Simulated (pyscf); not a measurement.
Thermochemistry of product channels of HO–SiH₂–OH + HS–SH on the singlet surface, in eV, from ωB97M-D3(BJ)/def2-TZVP energies (ideal gas, 1 atm, RRHO with modes under 100 cm⁻¹ raised to 100, one conformer, R ln 2 for chiral ones without a mode under 150 cm⁻¹). PySCF, gas phase, ωB97X-D3(BJ)/def2-SVP geometries.

| products | ΔE | ΔH(298 K) | ΔG(298 K) | ΔG(1200 K) |
|---|---|---|---|---|
| HO–SiH(OH)–SH + H₂S | -1.15 | -1.16 | -1.15 | -1.15 |
| HO–SiH(OH)–S–SH + hydrogen (H₂) | (withheld) | -0.58 | -0.44 | -0.15 |

Problem. Some entries are withheld; supply them.

Solution. 
- HO–SiH(OH)–S–SH + hydrogen (H₂), ΔE: -0.51

These are energies of the channels, which say nothing of barriers.
